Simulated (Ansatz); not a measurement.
Wavefunction ladder for H$_{6}$SSi$_{2}$, SMILES `[SiH3][SiH2]S`

Cartesian coordinates in Å:
```
Si 0.779 1.339 -0.067
Si -0.663 -0.495 -0.218
S 0.197 -2.033 1.002
H 0.894 1.782 1.347
H 0.243 2.460 -0.885
H 2.127 0.969 -0.573
H -2.024 -0.134 0.266
H -0.789 -0.949 -1.629
H -0.764 -2.940 0.756
```

Total charge 0; spin multiplicity 1. The geometry is a stationary point of PBE0-D4/def2-TZVP. It is one conformer, not always the lowest. Frozen core, restricted reference, Ansatz. CBS rows extrapolate triple and quadruple zeta; past MP2 they add the triple-zeta difference.

```tsv
basis	HF (Eh)	MP2 corr.	CCSD corr.	(T)	CCSD(T) total
def2-SVP	-978.59777	?	-0.39657	?	?
def2-TZVPP	?	-0.43493	-0.49618	-0.01920	?
def2-QZVPP	-978.97398	-0.46980	–	–	–
CBS(def2)	?	-0.49563	-0.55687	as TZ	?
```

(1) Fill in the withheld values. (An estimate is asked.)

Answers

(1) Computed: def2-SVP MP2 corr.: -0.33655; def2-SVP (T): -0.01040; def2-SVP CCSD(T) total: -979.00474; def2-TZVPP HF (Eh): -978.94463; def2-TZVPP CCSD(T) total: -979.46001; CBS(def2) HF (Eh): -978.97802; CBS(def2) CCSD(T) total: -979.55409.
